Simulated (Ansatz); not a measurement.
Computed with Ansatz.

A structure relaxed at PBE0-D4/def2-TZVP, charge 0, multiplicity 1:

```xyz
12

C     0.1450    0.2965   -1.4975
C    -0.1544   -0.7429   -0.4414
O     0.6423   -0.5610    0.7270
C     0.1264    0.3110    1.6373
F    -0.9337   -0.2563    2.3257
H    -0.4464    0.1004   -2.3952
H    -0.0992    1.3046   -1.1542
H     1.2021    0.2732   -1.7687
H     0.0894   -1.7422   -0.8064
H    -1.2145   -0.7443   -0.1682
H    -0.2665    1.2271    1.1775
H     0.9095    0.5340    2.3640
```

Question: Give its formula and SMILES.

Answer: C3H7FO, `CCOCF`.

Question: Summarise the bond lengths by kind.

Answer: 1 × C–C 1.512 Å; 7 × C–H 1.091 to 1.098 Å; 2 × C–O 1.362 to 1.426 Å; 1 × C–F 1.385 Å.
